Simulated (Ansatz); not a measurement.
**Phosphorus (black phosphorus): adding exact exchange**

Ansatz, plane waves with scalar-relativistic PAW, all at the PBE geometry (a = 3.320 Å, b = 11.230 Å, c = 4.544 Å) on a 5×5×4 mesh, smearing 0.1 eV.

| functional | gap on the mesh (eV) | rough cost against PBE |
| --- | --- | --- |
| PBE0 | 1.69 | 16× |
| PBE | 0.43 | 1× |
| HSE06 | 1.03 | 28× |

A gap read on a coarse mesh may be too large.
